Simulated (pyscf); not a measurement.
A first-order saddle from PySCF, ωB97X-D3(BJ)/def2-SVP:

```xyz
10

O      0.2013    -0.0701    -0.0362
Si     1.2389    -0.6180     1.0479
O      0.5401    -0.7720     2.5315
F      1.8689    -2.0522     0.6371
F      2.5343     0.3454     1.1809
H     -1.2175     0.2195    -0.1883
H      1.0808    -1.1635     3.2245
O     -1.5135     1.1694    -0.6255
H     -0.4304     1.1378    -0.5343
H     -1.7119     0.9877    -1.5581
```
Charge 0, spin multiplicity 1.

Surface: singlet, charge 0. Lowest wavenumbers (cm⁻¹): 1525i, 15, 40, 127, 172.

### Question
Which two sides does it connect, and which bonds change?

### Answer
HO–Si(OH)(F)–F + water (H₂O) <-> HO–Si(OH)(F)–F + water (H₂O), a four-centre exchange read from left to right: H–O, H–O broken and H–O, H–O formed. At ωB97M-D3(BJ)/def2-TZVP it lies +33.1 kcal/mol from the left side and +33.1 kcal/mol from the right (each side as separated species at their lowest minima found). On the reactant side the descent ends in a bound adduct (not fully relaxed), 8.6 kcal/mol under the separated species and 42.6 kcal/mol under the saddle at ωB97X-D3(BJ)/def2-TZVP. On the product side the descent ends in a bound adduct (not fully relaxed), 8.9 kcal/mol under the separated species and 43.0 kcal/mol under the saddle at ωB97X-D3(BJ)/def2-TZVP. The same reactants have a lower exit, to HO–Si(OH)(OH)–F + HF (barrier +19.5 kcal/mol at ωB97M-D3(BJ)/def2-TZVP, against +33.1 kcal/mol here). Another saddle between the same species, by other bonds, lies lower (19.0 kcal/mol against 33.1 kcal/mol at ωB97M-D3(BJ)/def2-TZVP).
